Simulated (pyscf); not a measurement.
Routes from HGa=As• + H₂

Candidate steps break at most two bonds and form at most two. Each was searched with GFN2-xTB (tblite) first. Single points on ωB97X-D3(BJ)/def2-SVP structures (PySCF, gas phase). Energies: ωB97M-D3(BJ)/def2-TZVP, eV, from the separated reactants, doublet surface; ΔG‡ with ideal gas, 1 atm, RRHO with modes under 100 cm⁻¹ raised to 100, one conformer, R ln 2 for chiral ones without a mode under 150 cm⁻¹.

```json
[
 {"products": "[HGa–AsH₂]•", "type": "insertion", "ΔE‡": "0.94", "ΔE": "-0.89", "ΔG‡ 298 K": "1.22", "ΔG‡ 900 K": "1.83", "ν‡ (cm⁻¹)": "849i"},
 {"products": "H₂Ga–AsH•", "type": "addition across a multiple bond or ene-type step", "ΔE‡": "1.04", "ΔE": "-1.02", "ΔG‡ 298 K": "1.26", "ΔG‡ 900 K": "1.89", "ν‡ (cm⁻¹)": "1676i"}
]
```

Row 1: On the product side the descent ends in a point that may be a rotor saddle (no frequency run), 0.07 eV over the lowest minimum found and 1.82 eV under the saddle at ωB97X-D3(BJ)/def2-TZVP. 

Plain bond fissions and candidates not yet searched are not listed, and one of them may be faster. Each barrier is that of the saddle found; lower ones may exist. The term symbol of open-shell HGa=As• was not checked; spin-orbit terms and orbital degeneracy are left out. Elements up to Kr have no core potential and no relativistic terms here.
